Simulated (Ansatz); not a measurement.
**CPO− (SMILES [O-]C#P): methods side by side**

CPO−: 3 atoms, total charge -1, spin state singlet. SMILES: `[O-]C#P`. The shape is that of a GFN2-xTB optimisation.

| atom | x (Å) | y (Å) | z (Å) |
| --- | --- | --- | --- |
| O | 0.7772 | 0.9277 | 0.5293 |
| C | 0.0765 | 0.0906 | 0.0522 |
| P | -0.8538 | -1.0183 | -0.5815 |

Each level gives the vertical energy of the triplet above the singlet (eV). The values are calculated.

| level | kind | program | value (eV) | CPU time (all runs) |
| --- | --- | --- | --- | --- |
| HF/STO-3G | Hartree–Fock | Ansatz | 2.93 | 1.1 s |
| SVWN5/STO-3G | LDA | Ansatz | 4.94 | 38 s |
| PBE0/STO-3G | global hybrid | Ansatz | 4.37 | 19 s |
| B2PLYP/STO-3G | double hybrid | Ansatz | 4.70 | 43 s |
| MP2/STO-3G | perturbation theory | Ansatz | 5.22 | 1.4 s |
| CCSD/STO-3G | coupled cluster or CI | Ansatz | 4.44 | 1.8 s |
| CCSDT(Q)/STO-3G | coupled cluster or CI | Ansatz | ? | 5.6 s |
| CCSDT/STO-3G | coupled cluster or CI | Ansatz | ? | 3.3 s |
| FCI/STO-3G | exact in the basis | Ansatz | 4.51 | 3 s |

Q: Estimate the missing values from the other rows.

A: As computed at these levels: CCSDT(Q)/STO-3G: 4.50 eV; CCSDT/STO-3G: 4.53 eV. Sets without diffuse functions describe the anion poorly. The values span 2.93 to 5.22 eV. All rows use very small basis sets, so even the best lies far from the true value. CPU times are rough (shared hosts, several kinds of processor): they show what a rung costs within a factor of a few.
